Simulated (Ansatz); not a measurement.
# doublet SO2(+): levels of theory in one basis

```json
{"atom": "S", "x (Å)": "-0.0208", "y (Å)": "-0.3665", "z (Å)": "0.0050"}
{"atom": "O", "x (Å)": "0.0256", "y (Å)": "0.1785", "z (Å)": "1.3063"}
{"atom": "O", "x (Å)": "-0.0029", "y (Å)": "0.1742", "z (Å)": "-1.2806"}
```

Basis set: cc-pVTZ on O; cc-pV(T+d)Z on S (spherical functions). Correlated methods keep 7 orbitals frozen. Correlation on ROHF uses semicanonical orbitals with singles. Charge 1, multiplicity 2.

Computed with Ansatz (development build ahead of 0.2.0); each method stands on the lowest determinant of its kind that the runs found.

```json
{"method": "ROHF", "E − E(ROHF) (eV)": "0.00", "<S²> of the determinant": "0.75"}
{"method": "UHF", "E − E(ROHF) (eV)": "-0.37", "<S²> of the determinant": "0.85"}
{"method": "ROHF-MP2", "E − E(ROHF) (eV)": "-18.05", "<S²> of the determinant": "–"}
{"method": "UHF-MP2", "E − E(ROHF) (eV)": "-17.22", "<S²> of the determinant": "0.85"}
```

Q: Is a single determinant a sound starting point here?

A: By this sign, yes. Unrestricted orbitals gain 0.37 eV and <S²> is 0.85 against 0.75 for a pure state.

Caution for ROHF-MP2, UHF-MP2: forces differ strongly between restricted and unrestricted references; MP2 on this radical cation hangs on the determinant chosen.
